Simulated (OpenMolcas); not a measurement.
# SF4 (sulfur tetrafluoride), step by step

Aim: the energy (HF/ANO-R0), then the energy (CASSCF(2,2)/ANO-R1), then an energy scan (CASPT2(2,2)/ANO-R1), then the energy along one coordinate (SC-NEVPT2(2,2)/ANO-R1), then an energy scan (MC-PDFT[tPBE](2,2)/ANO-R1) of SF4 (sulfur tetrafluoride). 

The results are computed with OpenMolcas 26.06.

## Step 1: Starting point

SF4: 5 atoms, total charge 0, spin state singlet. As SMILES, `FS(F)(F)F`. Geometry: relaxed at PBE0-D4/def2-TZVP.

Bond lengths: F1–S2 1.553 Å, S2–F3 1.649 Å, S2–F4 1.649 Å, S2–F5 1.553 Å. Angles: F1–S2–F3 87.6°, F1–S2–F4 87.6°, F1–S2–F5 101.3°, F3–S2–F4 172.5°, F3–S2–F5 87.6°, F4–S2–F5 87.6°.

## Step 2: The energy at HF/ANO-R0 (sfX2C) (run 1)

The input, struct.xyz:

```xyz
5

F     -0.561200    -0.228000     1.172800
S      0.064000    -0.357400    -0.243000
F      1.536700    -0.462000     0.491400
F     -1.440100    -0.077300    -0.858200
F      0.400600     1.124600    -0.563100
```

The input, step1.inp:

```
* F4S Hartree-Fock
>>> EXPORT MOLCAS_PRINT=2

&GATEWAY
 COORD=struct.xyz
 BASIS=ANO-R0
 GROUP=NoSym

&SEWARD

&SCF
 PRORBITALS=0

&LOCALISATION
 OCCUPIED
 FREEZE
 PIPEK-MEZEY

&LOCALISATION
 FILEORB=$Project.LocOrb
 VIRTUAL
 PIPEK-MEZEY
```

Command:

```
$ export MOLCAS_MEM=1860
$ pymolcas step1.inp > step1.log
```

Output, cut to the lines that bear on the results:

```text
--- Start Module: gateway ---
[...]
--- Stop Module: gateway /rc=_RC_ALL_IS_WELL_ ---
[...]
      Basis functions           29
[...]
       Convergence after  10 Iterations
[...]
::    Total SCF energy                               -795.9201401358
[...]
      Total spin, S                                     0.0000000000
[...]
      Total electronic charge=   52.000000
      Total            charge=   -0.000000
[...]
      Dipole Moment (debye):
      Origin of the operator (angstrom)=    0.0077   -0.0430   -0.0292
                   X=  8.0348E-02               Y= -4.4770E-01               Z= -3.0408E-01           Total=  5.4714E-01
      Quadrupole Moment (debye*angstrom):
[...]
--- Start Module: localisation ---
[...]
--- Stop Module: localisation /rc=_RC_ALL_IS_WELL_ ---
--- Start Module: localisation ---
[...]
--- Stop Module: localisation /rc=_RC_ALL_IS_WELL_ ---
[...]
```

Wall time 2 s (1 thread of Intel Xeon 6975P-C (Granite Rapids), shared host); peak memory 0.38 GiB.

## Step 3: A single-point energy at CASSCF(2,2)/ANO-R1 (sfX2C, RICD fitting) (run 2)

struct.xyz is that of step 2.

The input, step2.input:

```
* F4S CASSCF
&GATEWAY
Coord = struct.xyz
Basis = ANO-R0
Group = NoSym
&SEWARD
&RASSCF
FileOrb = $CurrDir/step1.LocOrb
Alter = 2
1 15 26
1 27 28
Spin = 1
Nactel = 2 0 0
Inactive = 25
Ras2 = 2
OrbListing = Nothing
>>> COPY $Project.RunFile RUNFIL1
>>> COPY $Project.RasOrb INPORB
&GATEWAY
Coord = struct.xyz
Basis = ANO-R1
Group = NoSym
RICD
&SEWARD
>>> COPY $Project.RunFile RUNFIL2
&EXPBAS
&RASSCF
FileOrb = $Project.ExpOrb
Spin = 1
Nactel = 2 0 0
Inactive = 25
Ras2 = 2
OrbListing = Nothing
OrbAppear = Compact
```

Command:

```
$ export MOLCAS_MEM=1860
$ pymolcas step2.input > step2.log
```

Output, cut to the lines that bear on the results:

```text
--- Start Module: gateway ---
[...]
      Basis functions           29
[...]
      Number of active orbitals                  2
[...]
      Spin quantum number                      0.0
[...]
      Active orbitals                            2
[...]
      Number of CSFs                             3
[...]
      Number of root(s) required                 1
[...]
      Convergence after 15 iterations
[...]
      printout of CI-coefficients larger than  0.05 for root  1
      energy=    -795.947558
      conf/sym  11     Coeff  Weight
             1  20   0.98813 0.97641
             3  02  -0.15360 0.02359
      Natural orbitals and occupation numbers for root  1
      sym 1:   1.952811   0.047189
      ************************************************************************************************************************
      *                                                    Final results                                                     *
[...]
::    RASSCF root number  1 Total energy:   -795.94755834
[...]
      Basis functions           74
[...]
      Convergence after 18 iterations
[...]
::    RASSCF root number  1 Total energy:   -796.77311592
[...]
      Total electronic charge=   52.000000
      Total            charge=   -0.000000
[...]
```

Wall time 6.3 s (1 thread of Intel Xeon 6975P-C (Granite Rapids), shared host); peak memory 0.38 GiB.

## Step 4: An energy scan at CASPT2(2,2)/ANO-R1 (sfX2C, RICD fitting, ipea shift 0.25 Eh, pt2 variant SS) (run 3)

The input, step3.input:

```
>>> COPY $CurrDir/step2.RasOrb $Project.RasOrb
>>> ForEach K in (1, 2, 3, 4, 5, 6, 7, 8, 9)
&GATEWAY
Coord=$CurrDir/point$K.xyz
Basis=ANO-R1
Group=NoSym
RICD
&SEWARD
&RASSCF
FileOrb=$Project.RasOrb
Spin=1
Nactel=2 0 0
Inactive=25
Ras2=2
OrbListing=Nothing
OrbAppear=Compact
&CASPT2
Imaginary=0.2
Frozen=9
>>> EndDo
```

Command:

```
$ export MOLCAS_MEM=1860
$ pymolcas step3.input > step3.log
```

Output:

```text
--- Start Module: gateway ---

                                              &GATEWAY

                       available to each process: 1.9 GB of memory, 1 thread

++    Symmetry information:
      ---------------------

                    Character Table for C1

                             E
                    a        1  x, y, xy, Rz, z, xz, Ry, yz, Rx, I
--

++    Basis set information:
      ----------------------

      Basis set label: F.ANO-R...3S2P1D.

      Electronic valence basis set:
      ------------------
      Associated Effective Charge   9.000000 au
      Associated Actual Charge      9.000000 au
      Nuclear Model: Finite nucleus - Gaussian distribution
        Gaussian exponent, Xi/bohr**(-2):  5.35469E+08

      Shell  nPrim  nBasis  Cartesian Spherical Contaminant
         s      13       3        X
         p       8       2        X
         d       4       1                 X

      Basis set label: S.ANO-R...4S3P1D.

      Electronic valence basis set:
      ------------------
      Associated Effective Charge  16.000000 au
      Associated Actual Charge     16.000000 au
      Nuclear Model: Finite nucleus - Gaussian distribution
        Gaussian exponent, Xi/bohr**(-2):  4.04080E+08

      Shell  nPrim  nBasis  Cartesian Spherical Contaminant
         s      17       4        X
         p      11       3        X
         d       7       1                 X

      Basis set label: F.ANO-R...3S2P1D.

      Electronic valence basis set:
      ------------------
      Associated Effective Charge   9.000000 au
      Associated Actual Charge      9.000000 au
      Nuclear Model: Finite nucleus - Gaussian distribution
        Gaussian exponent, Xi/bohr**(-2):  5.35469E+08

      Shell  nPrim  nBasis  Cartesian Spherical Contaminant
         s      13       3        X
         p       8       2        X
         d       4       1                 X
--

++    Molecular structure info:
      -------------------------

                    ************************************************
                    **** Cartesian Coordinates / bohr, angstrom ****
                    ************************************************

     Center  Label                x              y              z                     x              y              z
        1      F1              -0.942531      -0.455277       1.949090             -0.498766      -0.240922       1.031414
        2      S2               0.120942      -0.675388      -0.459203              0.064000      -0.357400      -0.243000
        3      F3               2.903942      -0.873053       0.928611              1.536700      -0.462000       0.491400
        4      F4              -2.721395      -0.146076      -1.621763             -1.440100      -0.077300      -0.858200
        5      F5               0.757024       2.125186      -1.064105              0.400600       1.124600      -0.563100

                    ***************************************
                    *    InterNuclear Distances / bohr    *
                    ***************************************

               1 F1            2 S2            3 F3            4 F4            5 F5
    1 F1       0.000000
    2 S2       2.641837        0.000000
    3 F3       4.001409        3.116118        0.000000
    4 F4       4.001369        3.116183        6.219109        0.000000
    5 F5       4.315857        2.934914        4.191612        4.191540        0.000000

                    *******************************************
                    *    InterNuclear Distances / angstrom    *
                    *******************************************

               1 F1            2 S2            3 F3            4 F4            5 F5
    1 F1       0.000000
    2 S2       1.398000        0.000000
    3 F3       2.117454        1.648978        0.000000
    4 F4       2.117433        1.649013        3.291011        0.000000
    5 F5       2.283853        1.553090        2.218106        2.218068        0.000000

                    **************************************
                    *    Valence Bond Angles / degree    *
                    **************************************
                          Atom centers                 Phi
                      1 F1       2 S2       5 F5       101.28
--

            Nuclear Potential Energy            306.92098841 au

--- Stop Module: gateway /rc=_RC_ALL_IS_WELL_ ---

--- Start Module: seward ---

                                              &SEWARD

                       available to each process: 1.9 GB of memory, 1 thread

               SEWARD will generate:
                  Multipole Moment integrals up to order  2
                  Kinetic Energy integrals
                  Nuclear Attraction integrals (finite nuclei - Gaussian type)
                  One-Electron Hamiltonian integrals
                  Velocity integrals
                  Relativistic X2C integrals
                  Orbital angular momentum around (  0.0353  -0.0855  -0.1022 )
                  Velocity quadrupole around (  0.0353  -0.0855  -0.1022 )
                  Atomic mean-field integrals
                  RI decomposed two-electron repulsion integrals stored Cholesky style
                   - acCD auxiliary basis
                   - CD Threshold:   1.00E-04

                   Integrals are discarded if absolute value <: 1.00E-14
                   Integral cutoff threshold is set to       <: 1.00E-16

            Nuclear Potential Energy            306.92098841 au

      Basis set specifications :
      Symmetry species         a
      Basis functions           74

[... 103 lines left out ...]
      Convergence after 16 iterations
[... 12 lines left out ...]
      conf/sym  11     Coeff  Weight
[... 14 lines left out ...]
      RASSCF energy for state  1                   -796.74440542
[... 42 lines left out ...]
      Dipole Moment (debye):
[... 112 lines left out ...]
      Imaginary shift                            0.20
[... 49 lines left out ...]
      Total energy:            -797.6186868230
[... 261 lines left out ...]
                                         RASSCF iterations: Energy and convergence statistics
[... 21 lines left out ...]
      energy=    -796.773113
[... 11 lines left out ...]
++    Final optimization conditions:
[... 17 lines left out ...]
      Von Neumann Entropy (Root   1) =  0.09117
[... 99 lines left out ...]
 ###    WARNING: User changed nr of frozen orbitals.                         ###
[... 89 lines left out ...]
      Reference energy:        -796.7731126424
[... 190 lines left out ...]
      Nuclear repulsion energy =  291.63702456
[... 89 lines left out ...]
      printout of CI-coefficients larger than  0.05 for root  1
[... 9 lines left out ...]
      *                                                    Final results                                                     *
[... 19 lines left out ...]
::    RASSCF root number  1 Total energy:   -796.76572924
[... 88 lines left out ...]
      Spin density orbitals for root   1 are written to the SPDORB.1 file
[... 99 lines left out ...]
  FINAL CASPT2 RESULT:
[... 27 lines left out ...]
::    CASPT2 Root  1     Total energy:   -797.63803709
[... 251 lines left out ...]
      Note: transformation to natural orbitals
[... 8 lines left out ...]
      Natural orbitals and occupation numbers for root  1
[... 20 lines left out ...]
      Final state energy(ies):
[... 91 lines left out ...]
      Natural orbitals for root   1 are written to the RASORB.1 file
[... 72 lines left out ...]
 Compute H0 matrices for state    1
[... 34 lines left out ...]
      Reference weight:           0.82582
[... 264 lines left out ...]
      Convergence after 18 iterations
[... 12 lines left out ...]
      conf/sym  11     Coeff  Weight
[... 14 lines left out ...]
      RASSCF energy for state  1                   -796.69638643
[... 42 lines left out ...]
      Dipole Moment (debye):
[... 113 lines left out ...]
      Imaginary shift                            0.20
[... 49 lines left out ...]
      Total energy:            -797.5557731381
[... 257 lines left out ...]
                                         RASSCF iterations: Energy and convergence statistics
[... 21 lines left out ...]
      energy=    -796.675398
[... 11 lines left out ...]
++    Final optimization conditions:
[... 17 lines left out ...]
      Von Neumann Entropy (Root   1) =  0.87598
[... 99 lines left out ...]
 ###    WARNING: User changed nr of frozen orbitals.                         ###
[... 87 lines left out ...]
      Reference energy:        -796.6753983982
[... 195 lines left out ...]
      Nuclear repulsion energy =  253.97562079
[... 89 lines left out ...]
      printout of CI-coefficients larger than  0.05 for root  1
[... 9 lines left out ...]
      *                                                    Final results                                                     *
[... 19 lines left out ...]
::    RASSCF root number  1 Total energy:   -796.66980649
[... 88 lines left out ...]
      Spin density orbitals for root   1 are written to the SPDORB.1 file
[... 96 lines left out ...]
  FINAL CASPT2 RESULT:
[... 30 lines left out ...]
::    CASPT2 Root  1     Total energy:   -797.51706988
[... 251 lines left out ...]
      Note: transformation to natural orbitals
[... 8 lines left out ...]
      Natural orbitals and occupation numbers for root  1
[... 20 lines left out ...]
      Final state energy(ies):
[... 91 lines left out ...]
      Natural orbitals for root   1 are written to the RASORB.1 file
[... 72 lines left out ...]
 Compute H0 matrices for state    1
[... 31 lines left out ...]
      Reference weight:           0.82852
[... 266 lines left out ...]
      Convergence after  9 iterations
[... 12 lines left out ...]
      conf/sym  11     Coeff  Weight
[... 14 lines left out ...]
      RASSCF energy for state  1                   -796.66969113
[... 42 lines left out ...]
      Dipole Moment (debye):
[... 39 lines left out ...]
      NBO located      1.001 non-bonded electrons on atom F1
      NBO located      1.000 non-bonded electrons on atom S2
      NBO located      0.998 non-bonded electrons on atom S2
      NBO located      1.000 non-bonded electrons on atom S2
      NBO located      0.999 non-bonded electrons on atom S2
      NBO located      0.999 non-bonded electrons on atom S2
      NBO located      1.000 non-bonded electrons on atom F3
      NBO located      1.003 non-bonded electrons on atom F3
      NBO located      1.000 non-bonded electrons on atom F4
      NBO located      1.001 non-bonded electrons on atom F4
      NBO located      1.000 non-bonded electrons on atom F5
      NBO located      1.001 non-bonded electrons on atom F5
      NBO located      1.013 non-bonded electrons on atom F5
      The remaining   11.571 electrons are to be considered as diffuse
--

--

      Average orbitals are written to the RASORB file
      Natural orbitals for root   1 are written to the RASORB.1 file
      Spin density orbitals for root   1 are written to the SPDORB.1 file

--- Stop Module: rasscf /rc=_RC_ALL_IS_WELL_ ---
--- Module rasscf spent 1 second ---

--- Start Module: caspt2 ---

                                              &CASPT2

                       available to each process: 1.9 GB of memory, 1 thread

 ###############################################################################
 ###    WARNING: User changed nr of frozen orbitals.                         ###
 ###############################################################################

++    Wave function specifications:
      -----------------------------

      Number of closed shell electrons          32
      Number of electrons in active shells       2
      Max number of holes in RAS1 space          0
      Max number of electrons in RAS3 space      0
      Number of inactive orbitals               16
      Number of active orbitals                  2
      Number of secondary orbitals              47
      Spin quantum number                      0.0
      State symmetry                             1
      Number of CSFs                             3
      Number of CASSCF root(s) available         1
      CASPT2 state passed to geometry opt.       1
      A file JOBMIX will be created
      This is a CASSCF or RASSCF reference function
--

++    Orbital specifications:
      -----------------------

      Symmetry species                           1
                                                 a
      Frozen orbitals                            9
      Inactive orbitals                         16
      Active orbitals                            2
      Secondary orbitals                        47
      Deleted orbitals                           0
      Number of basis functions                 74
--

++    CASPT2 specifications:
      ----------------------

      Type of calculation                        SS-CASPT2
      Fock operator                              state-specific
      IPEA shift                                 0.25
      Real shift                                 0.00
      Imaginary shift                            0.20
      The input orbitals will be transformed to quasi-canonical
--

--------------------------------------------------------------------------------
 Estimated memory requirements:
  POLY3 :                   250070
  RHS:                      573716
  SIGMA :                   556816
  PRPCTL:                        0
 Available workspace:    232487328

++ CASPT2 computation for group   1

********************************************************************************
 Multi-State initialization phase begins for group   1
--------------------------------------------------------------------------------
********************************************************************************
 Compute H0 matrices for state    1
--------------------------------------------------------------------------------
--------------------------------------------------------------------------------
 H0 matrices have been computed.

********************************************************************************
  CASPT2 EQUATION SOLUTION
--------------------------------------------------------------------------------

  Total nr of CASPT2 parameters:
   Before reduction:      389393
   After  reduction:      382278

 Variance of |WF0>:       4.2460620121

 The contributions to the second order correlation energy in atomic units.
-----------------------------------------------------------------------------------------------------------------------------
  IT.      VJTU        VJTI        ATVX        AIVX        VJAI        BVAT        BJAT        BJAI        TOTAL       RNORM
-----------------------------------------------------------------------------------------------------------------------------
   1     0.000000   -0.000000   -0.000000   -0.017040   -0.050681   -0.000001   -0.070313   -0.703920   -0.841956    0.001113
   2     0.000000   -0.000000   -0.000000   -0.017095   -0.050694   -0.000001   -0.070356   -0.703927   -0.842074    0.000087
   3     0.000000   -0.000000   -0.000000   -0.017097   -0.050694   -0.000001   -0.070356   -0.703927   -0.842075    0.000010
-----------------------------------------------------------------------------------------------------------------------------

  FINAL CASPT2 RESULT:

      Reference energy:        -796.6696911315
      E2 (Non-variational):      -0.8420742208
      Shift correction:          -0.0026306969
      E2 (Variational):          -0.8447049177
      Total energy:            -797.5143960492
      Residual norm:              0.0000007390
      Reference weight:           0.82852

      Contributions to the CASPT2 correlation energy
      Active & Virtual Only:         -0.0000012185
      One Inactive Excited:          -0.0874522060
      Two Inactive Excited:          -0.7546207964

++ Denominators, etc.
--------------------------------------------------------------------------------------------------------------
 Report on small energy denominators, large coefficients, and large energy contributions.
CASE  SYMM ACTIVE-MIX  NON-ACTIVE INDICES          DENOMINATOR     RHS VALUE       COEFFICIENT     CONTRIBUTION
VJTU     1  Mu1.0001  In1.025                       0.26020566     -0.00000112     -0.00001277      0.00000000
AIVX     1  Mu1.0003  In1.014 Se1.029               1.33373064      0.03874987     -0.02825280     -0.00109479
AIVX     1  Mu1.0003  In1.025 Se1.029               0.81929628      0.02403570     -0.02767431     -0.00066517
[... 16 lines of this table left out ...]
BJAIM    1  Se1.061 In1.019 Se1.061 In1.020         7.54366159      0.26955143     -0.03570708     -0.00962489
--

   (Skipping property calculation,
    use PROP keyword to activate)
--

  Total CASPT2 energies:
::    CASPT2 Root  1     Total energy:   -797.51439605

  A NEW JOBIPH FILE NAMED 'JOBMIX' IS PREPARED.
********************************************************************************
--- Stop Module: caspt2 /rc=_RC_ALL_IS_WELL_ ---

>>> END FOREACH

.##################.
.# Happy landing! #.
.##################.

    Timing: Wall=41.66 User=37.02 System=4.20
```

Wall time 42 s (1 thread of Intel Xeon 6975P-C (Granite Rapids), shared host); peak memory 0.087 GiB.

The scan, from its lowest point:

```tsv
S2–F1 (Å)	energy (kJ/mol)
1.398	74.9
1.553	0.0
1.708	24.1
1.941	119.6
2.252	240.1
2.640	316.7
3.106	341.7
3.727	347.1
4.659	348.7
```

(Part 1 of 3 ends here.)
